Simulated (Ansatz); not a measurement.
Run this with Ansatz 0.2.0 through its Python package and show what comes out.

Contents of `c2h5n.xyz`:
```text
8

C     0.76750    0.09910    0.04150
C    -0.73170   -0.15620    0.00280
N    -1.38830    0.86750   -0.79180
H     1.26430   -0.68590    0.64980
H     1.18590    0.07430   -0.98730
H     0.97450    1.09080    0.49710
H    -1.14150   -0.13750    1.03460
H    -0.93050   -1.15190   -0.44670
```

Script `composite_c2h5n.py`:
```python
# -*- coding: utf-8 -*-
"""A composite energy for C2H5N: DFT geometry, MP2 basis limit, coupled-cluster correction."""

import ansatz
import numpy as np

BASIS = "def2-SVP"
XC = "r2scan"

geometry = ansatz.Crystal.molecule_from_extxyz("c2h5n.xyz")

calculation = (
    geometry.calculation()
    .basis(gaussian=BASIS)
    .functional(XC)
    .spin("collinear", total=2)
)
symbols = [site.symbol for site in geometry.cartesian_sites]
start = np.array([site.position_ang for site in geometry.cartesian_sites], dtype=float)
r = calculation.relax(force_tolerance=0.01).run().report
end = np.array(r["positions_ang"])
print("final positions (A) and the move of each atom")
for symbol, xyz, old in zip(symbols, end, start):
    print(f"{symbol:2s} {xyz[0]:10.5f} {xyz[1]:10.5f} {xyz[2]:10.5f}   {np.linalg.norm(xyz - old):7.4f}")

minimum = ansatz.Crystal.molecule()
for symbol, place in zip(symbols, end):
    minimum = minimum.atom(symbol, place.tolist())
at_minimum = minimum.calculation().spin("collinear", total=2)
# MP2 extrapolated to the basis limit, plus the small-basis difference CCSD(T) - MP2
level = lambda method, basis: at_minimum.basis(gaussian=basis).correlation(method).run().report
small, large, cluster = level("mp2", "cc-pVDZ"), level("mp2", "cc-pVTZ"), level("ccsd_t", "cc-pVDZ")
corr = lambda each: (each["free_energy_ev"] - each["reference_energy_ev"]) / 27.211386246
mp2_limit = (27 * corr(large) - 8 * corr(small)) / 19
pieces = {"HF / cc-pVTZ": large["reference_energy_ev"] / 27.211386246, "MP2 correlation, DZ-TZ limit": mp2_limit, "CCSD(T) - MP2 / cc-pVDZ": corr(cluster) - corr(small)}
for name, value in pieces.items():
    print(f"{name:32s} {value:14.6f} Ha")
print(f"{'sum':32s} {sum(pieces.values()):14.6f} Ha")
print("T1 diagnostic", round(cluster["correlation"]["coupled_cluster"]["t1_diagnostic"], 4))
```

Output of `python composite_c2h5n.py`:
```text
final positions (A) and the move of each atom
C     0.77927    0.10140    0.04156    0.0120
C    -0.73792   -0.13520   -0.01250    0.0267
N    -1.41194    0.83860   -0.77537    0.0408
H     1.26889   -0.67776    0.64487    0.0106
H     1.21034    0.08118   -0.97046    0.0305
H     1.00237    1.08111    0.48969    0.0304
H    -1.15902   -0.14637    1.01860    0.0253
H    -0.95179   -1.14277   -0.43640    0.0254
HF / cc-pVTZ                        -133.085697 Ha
MP2 correlation, DZ-TZ limit          -0.520838 Ha
CCSD(T) - MP2 / cc-pVDZ               -0.059540 Ha
sum                                 -133.666074 Ha
T1 diagnostic 0.0126
```

Caveats:
- Total energies depend on the basis set; only differences at equal settings carry meaning.
- The sum leaves out core correlation, relativity, the Hartree-Fock basis error and zero-point energy; a DZ-TZ extrapolation is rough.
- The species is open-shell (spin multiplicity 3).
- Inner cores stay frozen, so this is valence correlation.
- An extrapolation from small basis sets is rough.
- It ran for 37 s on 1 thread of Arm Neoverse V1, on a shared host, peak memory 0.36 GiB.

(A comment or docstring line of the script was reworded after the run, the code is as it ran; lines on the test bed's own set-up are left out of the output.)
